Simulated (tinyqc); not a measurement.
Extended Hueckel theory, for BH+, step by step. The parameters take no account of the charge, which enters only through the electron count. One step of it, computed by the program tinyqc.

Problem. Mulliken analysis. P = C n C^T; charge = valence electrons (H 1, B 3) minus the sum of (P S)_ii on the atom; overlap population = 2 sum P_ij S_ij between two atoms.

coefficients:
```
             MO1        MO2       MO3        MO4        MO5
1B 2s   0.678656   0.621179  0.000000   0.000000  -0.758490
1B 2px  0.000000   0.000000  0.002483   0.999997   0.000000
1B 2py  0.000000   0.000000  0.999997  -0.002483   0.000000
1B 2pz  0.010471  -0.583636  0.000000   0.000000  -1.085631
2H 1s   0.480019  -0.510784  0.000000   0.000000   1.204061
```

occupations: 2.000000  1.000000  0.000000  0.000000  0.000000

overlap S, lower triangle:
```
           1B 2s    1B 2px    1B 2py    1B 2pz     2H 1s
1B 2s   1.000000
1B 2px  0.000000  1.000000
1B 2py  0.000000  0.000000  1.000000
1B 2pz  0.000000  0.000000  0.000000  1.000000
2H 1s   0.466126  0.000000  0.000000  0.517252  1.000000
```

Give: charges; Overlap populations.

Solution.

charges: 1B 1.0369, 2H -0.0369

Overlap populations:

| pair | value |
|---|---|
| 2-1 | 0.630400 |
